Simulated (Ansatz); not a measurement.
Geometry optimisation, RKS PBE-D4/def2-SVP in Ansatz.

input.yaml

```yaml
crystal:
  periodic: [false, false, false]
  atoms:
    - { symbol: C, position_ang: [-0.2186, -1.7497, 0.5614] }
    - { symbol: C, position_ang: [0.4973, -0.6428, 0.2866] }
    - { symbol: Cl, position_ang: [2.1311, -0.8712, -0.151] }
    - { symbol: C, position_ang: [0.1117, 0.7948, 0.3718] }
    - { symbol: C, position_ang: [-0.2046, 1.2974, -1.0403] }
    - { symbol: S, position_ang: [-1.7457, 1.6625, -1.5925] }
    - { symbol: H, position_ang: [-1.283, -1.5912, 0.834] }
    - { symbol: H, position_ang: [0.1604, -2.6995, 0.479] }
    - { symbol: H, position_ang: [-0.8644, 0.8787, 1.0299] }
    - { symbol: H, position_ang: [0.8034, 1.4126, 0.8731] }
    - { symbol: H, position_ang: [0.6779, 1.4514, -1.6314] }
basis:
  gaussian: { orbitals: def2-SVP }
hamiltonian:
  xc: pbe
  dispersion: d4
relax:
  f_tol: 0.015
  max_steps: 40
```

Command:

```bash
$ ansatz run input.yaml --threads 2 --pin off --max-ram 3072MiB --backend cpu --events-out ev --progress --plain --runs-dir out
```

**Question.** Where does it end, and by what steps?

**Answer.** The run converged. After 14 steps the energy has fallen by 0.493 eV; S6 moved furthest, 0.49 Å.

```csv
step,energy less start (eV),largest force component (eV/Å),accepted
0,0.0000,4.276,yes
1,-0.3019,1.331,yes
2,-0.3950,1.329,yes
3,-0.3975,1.270,yes
4,-0.4747,0.732,yes
5,-0.4845,0.247,yes
6,-0.4872,0.078,yes
7,-0.4891,0.069,yes
8,-0.4900,0.046,yes
9,-0.4921,0.103,yes
10,-0.4925,0.081,yes
11,-0.4931,0.041,yes
12,-0.4926,0.119,no
13,-0.4931,0.034,yes
14,-0.4932,0.012,yes
```

```xyz
11
Properties=species:S:1:pos:R:3
C -0.182 -1.770 0.646
C 0.495 -0.666 0.290
Cl 2.140 -0.786 -0.317
C -0.044 0.744 0.332
C -0.210 1.356 -1.037
S -1.548 2.110 -1.574
H -1.215 -1.680 1.015
H 0.271 -2.769 0.585
H -1.010 0.768 0.873
H 0.681 1.379 0.895
H 0.687 1.257 -1.687
```

The run took 33 s on 2 threads of Arm Neoverse V2 (shared host), peak memory 0.16 GiB.
